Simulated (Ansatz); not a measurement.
The input, for Ansatz 0.2.0:

```yaml
crystal:
  periodic: [false, false, false]
  atoms:
    - {symbol: Al, position_ang: [0.176418, 0.088969, 1.874527]}
    - {symbol: As, position_ang: [-0.030529, -0.042396, -0.691095]}
    - {symbol: H, position_ang: [-1.061609, 1.059715, 1.226399]}
    - {symbol: H, position_ang: [-0.373200, -1.380121, 2.462590]}
    - {symbol: H, position_ang: [0.258882, 1.275788, -1.243527]}
    - {symbol: H, position_ang: [-1.277335, -0.185623, -1.254625]}
basis:
  gaussian: {orbitals: "6-31G*"}
magnetization: {spin_polarized: false, initial_magnetization: 2}
correlation: {method: ccsd_t, electrons: outside_noble_gas, diis_vectors: 12}
```

```sh
$ ansatz run in.yaml --threads 1 --pin off --events-out ev --progress --plain --max-ram 2393MiB
```

Output:

```
624 factors; integrals over basis functions are off by at most 8.7e-4 eV
mean field evaluation 1: about -67429.5813 eV, gradient 1.0e1 eV
mean field evaluation 2: about -67429.6059 eV, gradient 1.0e1 eV
mean field evaluation 4: about -67430.6629 eV, gradient 1.3e0 eV
mean field evaluation 8: about -67430.6801 eV, gradient 2.1e-1 eV
mean field evaluation 16: about -67430.4989 eV, gradient 3.2e0 eV
mean field evaluation 32: about -67426.0781 eV, gradient 5.8e-1 eV
mean field -67430.68201855 eV, -2478.0318580238 hartree, gradient 1.4e-6 eV, S^2 2.000000; 0 other end points of the search recorded, 0 dependent functions left out
19 core orbitals not correlated: weight in the atoms' cores, before any rotation towards them, 1.000 or more for the frozen orbitals, at most 0.000 for the correlated occupied ones
reference -67430.68201855 eV, -2478.0318580238 hartree; 7, 5 occupied and 36, 38 virtual orbitals, 624 factors
second order -3.69415312 eV of doubles, -0.07455980 eV of singles
cycle   1  -4.44289938 eV  change   -6.7e-1 eV  update   7.7e-2
cycle   2  -4.75360120 eV  change   -3.1e-1 eV  update   3.4e-2
cycle   3  -4.77959806 eV  change   -2.6e-2 eV  update   1.3e-2
cycle   4  -4.77682943 eV  change    2.8e-3 eV  update   6.0e-3
cycle   5  -4.77766745 eV  change   -8.4e-4 eV  update   2.9e-3
cycle   6  -4.77789994 eV  change   -2.3e-4 eV  update   1.0e-3
cycle   7  -4.77817535 eV  change   -2.8e-4 eV  update   3.9e-4
cycle   8  -4.77827853 eV  change   -1.0e-4 eV  update   1.6e-4
cycle   9  -4.77821388 eV  change    6.5e-5 eV  update   6.2e-5
cycle  10  -4.77820568 eV  change    8.2e-6 eV  update   2.5e-5
cycle  11  -4.77821813 eV  change   -1.2e-5 eV  update   9.8e-6
perturbative correction -0.12897571 eV, -0.0047397699 hartree
Total energy: -67435.58921239 eV, -2478.2121940711 hartree
```

Ran on 1 thread of Arm Neoverse V2, shared host: 2.2 s wall, 0.29 GiB peak host memory.
